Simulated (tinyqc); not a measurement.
Pariser-Parr-Pople SCF with singles CI, for the molecule C=CC=C (SMILES; centres numbered as the heavy atoms are written), step by step. One step of it, computed by the program tinyqc.

Problem. Iteration 1: orbitals and new P. Diagonalise F (the basis is taken as orthonormal) and form P = 2 sum c c over the lowest orbitals.

F (eV), order 1C, 2C, 3C, 4C:
```
[[-5.595000, -4.990020, 0.000000, 0.644167],
 [-4.990020, -5.595000, -3.795475, 0.000000],
 [0.000000, -3.795475, -5.595000, -4.990020],
 [0.644167, 0.000000, -4.990020, -5.595000]]
```

pi electrons, sum of z_r less the charge = 4

Give: orbital energies; P after iteration 1.

Solution.

orbital energies (eV): [-12.6321, -9.4808, -1.7092, 1.4421]

P after iteration 1, order 1C, 2C, 3C, 4C:
```
[[1.0000, 0.9137, 0.0000, -0.4064],
 [0.9137, 1.0000, 0.4064, 0.0000],
 [0.0000, 0.4064, 1.0000, 0.9137],
 [-0.4064, 0.0000, 0.9137, 1.0000]]
```
